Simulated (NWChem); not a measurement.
Everything below was run with NWChem. System: H₄Si, charge 0, spin multiplicity 1, at a geometry optimised with PBE0/def2-SVP. The structure started from a generated list of species. Level: CCSD(T)/cc-pVDZ, 5 core orbitals frozen.

The NWChem input:

```
start mol
memory heap 100 mb stack 700 mb global 1900 mb
geometry units angstroms nocenter noautoz
  Si     0.000000     0.000000    -0.000000
  H      1.218746     0.000000     0.861824
  H     -1.218746     0.000000     0.861824
  H      0.000000    -1.218745    -0.861823
  H      0.000000     1.218745    -0.861823
  symmetry group C2v
end
basis spherical
  * library cc-pvdz
end
scf
  rhf
  nopen 0
  maxiter 100
  thresh 1e-7
  semidirect memsize 60000000 filesize 0
end
ccsd
  freeze core 5
  maxiter 60
end
task ccsd(t) energy
```

NWChem printed:

```
             Northwest Computational Chemistry Package (NWChem) 7.3.0
             --------------------------------------------------------

                                NWChem Input Module
                                -------------------

 Scaling coordinates for geometry "geometry" by  1.889725989
 (inverse scale =  0.529177249)

 Turning off AUTOSYM since
 SYMMETRY directive was detected!

                             Geometry "geometry" -> ""
                             -------------------------

 Output coordinates in angstroms (scale by  1.889725989 to convert to a.u.)

  No.       Tag          Charge          X              Y              Z
 ---- ---------------- ---------- -------------- -------------- --------------
    1 Si                  14.0000     0.00000000     0.00000000     0.00000000
    2 H                    1.0000     1.21874600     0.00000000     0.86182400
    3 H                    1.0000    -1.21874600     0.00000000     0.86182400
    4 H                    1.0000     0.00000000    -1.21874500    -0.86182300
    5 H                    1.0000     0.00000000     1.21874500    -0.86182300

 Effective nuclear repulsion energy (a.u.)      21.1554661136

            Nuclear Dipole moment (a.u.)
            ----------------------------
        X                 Y               Z
 ---------------- ---------------- ----------------
     0.0000000000     0.0000000000     0.0000037795

      Symmetry information
      --------------------

 Group name             C2v
 Group number             16
 Group order               4
 No. of unique centers     3

      Symmetry unique atoms

     1    2    4


 Summary of "ao basis" -> "" (spherical)
 ------------------------------------------------------------------------------
       Tag                 Description            Shells   Functions and Types
 ---------------- ------------------------------  ------  ---------------------
 *                          cc-pvdz                   on all atoms

 Summary of "ao basis" -> "ao basis" (spherical)
 ------------------------------------------------------------------------------
       Tag                 Description            Shells   Functions and Types
 ---------------- ------------------------------  ------  ---------------------
 Si                         cc-pvdz                  8       18   4s3p1d
 H                          cc-pvdz                  3        5   2s1p

                                 NWChem SCF Module
                                 -----------------

  ao basis        = "ao basis"
  functions       =    38
  atoms           =     5
  closed shells   =     9
  open shells     =     0
  charge          =   0.00
  wavefunction    = RHF
  use symmetry    = T
  symmetry adapt  = T

 Summary of "ao basis" -> "ao basis" (spherical)
 ------------------------------------------------------------------------------
       Tag                 Description            Shells   Functions and Types
 ---------------- ------------------------------  ------  ---------------------
 Si                         cc-pvdz                  8       18   4s3p1d
 H                          cc-pvdz                  3        5   2s1p

      Symmetry analysis of basis
      --------------------------

        a1         17
        a2          3
        b1          9
        b2          9

 Forming initial guess at       0.0s

      Superposition of Atomic Density Guess
      -------------------------------------

 Sum of atomic energies:        -290.83238394

      Non-variational initial energy
      ------------------------------

 Total energy =    -291.019984
 1-e energy   =    -444.211339
 2-e energy   =     132.035888
 HOMO         =      -0.428943
 LUMO         =       0.108365

      Symmetry analysis of molecular orbitals - initial
      -------------------------------------------------

  Numbering of irreducible representations:

     1 a1          2 a2          3 b1          4 b2

  Orbital symmetries:

     1 a1          2 a1          3 a1          4 b2          5 b1
     6 a1          7 a1          8 b2          9 b1         10 b1
    11 b2         12 a1         13 a1         14 a1         15 b2
    16 b1         17 a1         18 a2         19 a1

 Starting SCF solution at       0.4s

 ----------------------------------------------
         Quadratically convergent ROHF

 Convergence threshold     :          1.000E-07
 Maximum no. of iterations :          100
 Final Fock-matrix accuracy:          1.000E-09
 ----------------------------------------------

              iter       energy          gnorm     gmax       time
             ----- ------------------- --------- --------- --------
                 1     -291.2271389416  3.19D-01  1.10D-01      0.4
                 2     -291.2424477239  5.27D-02  2.17D-02      0.4
                 3     -291.2428481889  1.73D-03  5.92D-04      0.4
                 4     -291.2428485574  4.20D-07  1.12D-07      0.4
                 5     -291.2428485574  7.49D-09  2.50D-09      0.4

       Final RHF  results
       ------------------

         Total SCF energy =   -291.242848557442
      One-electron energy =   -445.156011266535
      Two-electron energy =    132.757696595513
 Nuclear repulsion energy =     21.155466113581

        Time for solution =      0.0s

       Symmetry analysis of molecular orbitals - final
       -----------------------------------------------

  Numbering of irreducible representations:

     1 a1          2 a2          3 b1          4 b2

  Orbital symmetries:

     1 a1          2 a1          3 b2          4 b1          5 a1
[...]
  Mulliken analysis of the total density
  --------------------------------------

    Atom       Charge   Shell Charges
 -----------   ------   -------------------------------------------------------
    1 Si  14    13.56   2.00  2.01  0.72  0.42  6.00  1.46  0.72  0.22
    2 H    1     1.11   0.72  0.37  0.01
    3 H    1     1.11   0.72  0.37  0.01
    4 H    1     1.11   0.72  0.37  0.01
    5 H    1     1.11   0.72  0.37  0.01

       Multipole analysis of the density wrt the origin
       ------------------------------------------------

     L   x y z        total         open         nuclear
     -   - - -        -----         ----         -------
     0   0 0 0     -0.000000      0.000000     18.000000

     1   1 0 0      0.000000      0.000000      0.000000
     1   0 1 0     -0.000000      0.000000      0.000000
     1   0 0 1     -0.000001      0.000000      0.000004

     2   2 0 0    -12.589494      0.000000     10.608502
     2   1 1 0     -0.000000      0.000000      0.000000
     2   1 0 1      0.000000      0.000000      0.000000
     2   0 2 0    -12.589491      0.000000     10.608485
     2   0 1 1      0.000000      0.000000      0.000000
     2   0 0 2    -12.589531      0.000000     10.609486

                   Four-Index Transformation
                   -------------------------
          Number of basis functions:             38
          Number of shells:                      20
          Number of occupied orbitals:            9
          Number of occ. correlated orbitals:     4
          Block length:                          16
          Superscript MO index range:      6 -    9
          Subscript MO index range:        6 -   38
          MO coefficients read from:  ./mol.movecs
          Number of operator matrices in core:   20
          Half-transformed integrals produced

     Pass:    1     Index range:    6  -    9     Time:      0.98
 ------------------------------------------
 MP2 Energy (coupled cluster initial guess)
 ------------------------------------------
 Reference energy:           -291.242848557441562
 MP2 Corr. energy:             -0.116418596005360
 Total MP2 energy:           -291.359267153446922

 ****************************************************************************
              the segmented parallel ccsd program:    1 nodes
 ****************************************************************************

 level of theory    ccsd(t)
 number of core         5
 number of occupied     4
 number of virtual     29
 number of deleted      0
 total functions       38
 number of shells      20
 basis label          566

   ***** ccsd parameters *****
   iprt   =     0
   convi  =  0.100E-05
   maxit  =    60
   mxvec  =     5
 memory            104853604
  Using  1 OpenMP thread(s) in CCSD
  IO offset    20.000000000000000
  IO error message >End of File
  file_read_ga: failing reading from ./mol.t2
  Failed reading restart vector from ./mol.t2
  Using MP2 initial guess vector

-------------------------------------------------------------------------
 iter     correlation     delta       rms       T2     Non-T2      Main
             energy      energy      error      ampl     ampl      Block
                                                time     time      time
-------------------------------------------------------------------------
   1     -0.1393404794 -1.393D-01  9.001D-02     0.90     0.00     0.89
   2     -0.1449889717 -5.648D-03  2.062D-02     0.95     0.00     0.94
   3     -0.1473199645 -2.331D-03  6.238D-03     0.92     0.00     0.91
   4     -0.1474650402 -1.451D-04  6.683D-04     0.86     0.00     0.85
   5     -0.1474941235 -2.908D-05  5.540D-04     1.22     0.00     1.21
   6     -0.1474826875  1.144D-05  1.687D-05     0.94     0.00     0.93
   7     -0.1474821330  5.545D-07  3.530D-06     0.87     0.00     0.86
   8     -0.1474823871 -2.541D-07  1.912D-06     0.87     0.00     0.85
   9     -0.1474823991 -1.204D-08  3.930D-07     0.83     0.00     0.82
                  *************converged*************
-------------------------------------------------------------------------

 -----------
 CCSD Energy
 -----------
 Reference energy:            -291.242848557441562
 CCSD corr. energy:             -0.147482399114725
 Total CCSD energy:           -291.390330956556284

 --------------------------------
 Spin Component Scaled (SCS) CCSD
 --------------------------------
 Same spin contribution:                 -0.013660124894170
 Same spin scaling factor:                1.130000000000000
 Opposite spin contribution:             -0.133822274220556
 Opposite spin scaling fact.:             1.270000000000000
 SCS-CCSD correlation energy:            -0.185390229390518
 Total SCS-CCSD energy:                -291.428238786832082
 memory            104853604

*********triples calculation*********

nkpass=    1; nvpass=    1; memdrv=          23316; memtrn=         443114; memavail=      104853476
 memory available/node                      104853476
 total number of virtual orbitals        29
 number of virtuals per integral pass    29
 number of integral evaluations           1
 number of occupied per triples pass      4
 number of triples passes                 1

 commencing integral evaluation        1 at           9.35
  symmetry use  T
task         2 out of       210 done   0%  at       0.0 secs
task        11 out of       210 done   5%  at       0.1 secs
task        23 out of       210 done  10%  at       0.1 secs
task        38 out of       210 done  18%  at       0.2 secs
task        42 out of       210 done  20%  at       0.2 secs
task        53 out of       210 done  25%  at       0.3 secs
task        63 out of       210 done  30%  at       0.4 secs
task        74 out of       210 done  35%  at       0.5 secs
task        86 out of       210 done  40%  at       0.6 secs
task        95 out of       210 done  45%  at       0.6 secs
task       105 out of       210 done  50%  at       0.6 secs
task       122 out of       210 done  58%  at       0.6 secs
task       126 out of       210 done  60%  at       0.6 secs
task       137 out of       210 done  65%  at       0.7 secs
task       151 out of       210 done  71%  at       0.7 secs
task       158 out of       210 done  75%  at       0.7 secs
task       168 out of       210 done  80%  at       0.7 secs
task       181 out of       210 done  86%  at       0.7 secs
task       192 out of       210 done  91%  at       0.7 secs
task       200 out of       210 done  95%  at       0.7 secs
task       210 out of       210 done 100%  at       0.7 secs
 commencing triples evaluation - blocking       1
 ccsd(t): done        1 out of       29 progress:    3.4%
 ccsd(t): done        2 out of       29 progress:    6.9%
 ccsd(t): done        3 out of       29 progress:   10.3%
 ccsd(t): done        4 out of       29 progress:   13.8%
 ccsd(t): done        5 out of       29 progress:   17.2%
 ccsd(t): done        6 out of       29 progress:   20.7%
 ccsd(t): done        7 out of       29 progress:   24.1%
 ccsd(t): done        8 out of       29 progress:   27.6%
 ccsd(t): done        9 out of       29 progress:   31.0%
 ccsd(t): done       10 out of       29 progress:   34.5%
 ccsd(t): done       11 out of       29 progress:   37.9%
 ccsd(t): done       12 out of       29 progress:   41.4%
 ccsd(t): done       13 out of       29 progress:   44.8%
 ccsd(t): done       14 out of       29 progress:   48.3%
 ccsd(t): done       15 out of       29 progress:   51.7%
 ccsd(t): done       16 out of       29 progress:   55.2%
 ccsd(t): done       17 out of       29 progress:   58.6%
 ccsd(t): done       18 out of       29 progress:   62.1%
 ccsd(t): done       19 out of       29 progress:   65.5%
 ccsd(t): done       20 out of       29 progress:   69.0%
 ccsd(t): done       21 out of       29 progress:   72.4%
 ccsd(t): done       22 out of       29 progress:   75.9%
 ccsd(t): done       23 out of       29 progress:   79.3%
 ccsd(t): done       24 out of       29 progress:   82.8%
 ccsd(t): done       25 out of       29 progress:   86.2%
 ccsd(t): done       26 out of       29 progress:   89.7%
 ccsd(t): done       27 out of       29 progress:   93.1%
 ccsd(t): done       28 out of       29 progress:   96.6%
 ccsd(t): done       29 out of       29 progress:  100.0%
 Time for integral evaluation pass     1        0.74
 Time for triples evaluation pass      1        0.04

 pseudo-e(mp4)  -0.25262955565245E-02
 pseudo-e(mp5)   0.59562959848460E-04
        e(t)    -0.24667325966760E-02

 --------------
 CCSD(T) Energy
 --------------
 Reference energy:                    -291.242848557441562

 CCSD corr. energy:                     -0.147482399114725
 T(CCSD) corr. energy:                  -0.002526295556524
 Total CCSD+T(CCSD) energy:           -291.392857252112833

 CCSD corr. energy:                     -0.147482399114725
 (T) corr. energy:                      -0.002466732596676
 Total CCSD(T) energy:                -291.392797689152985

 routine      calls  cpu(0)   cpu-min  cpu-ave  cpu-max   i/o
 aoccsd          1     0.00     0.00     0.00     0.00    0.00
 iterdrv         1     0.01     0.01     0.01     0.01    0.00
 pampt           9     0.01     0.01     0.01     0.01    0.00
 t2pm            9     0.02     0.02     0.02     0.02    0.00
 sxy             9     0.09     0.09     0.09     0.09    0.00
 ints       396900     7.76     7.76     7.76     7.76    0.00
 t2eri        1890     0.24     0.24     0.24     0.24    0.00
 idx2         1890     0.07     0.07     0.07     0.07    0.00
 idx34           9     0.00     0.00     0.00     0.00    0.00
 ht2pm           9     0.02     0.02     0.02     0.02    0.00
 itm             9     0.04     0.04     0.04     0.04    0.00
 pdiis           9     0.00     0.00     0.00     0.00    0.00
 triples         1     0.00     0.00     0.00     0.00    0.00
 rdtrpo          1     0.00     0.00     0.00     0.00    0.00
 trpmos          1     0.74     0.74     0.74     0.74    0.00
 trpdrv          1     0.01     0.01     0.01     0.01    0.00
 dovvv        2320     0.01     0.01     0.01     0.01    0.00
 doooo        2320     0.00     0.00     0.00     0.00    0.00
 tengy        1856     0.01     0.01     0.01     0.01    0.00
 Total                 9.04     9.04     9.04     9.04    0.00

 Task  times  cpu:       10.6s     wall:       10.6s

 Total times  cpu:       10.6s     wall:       10.6s
```
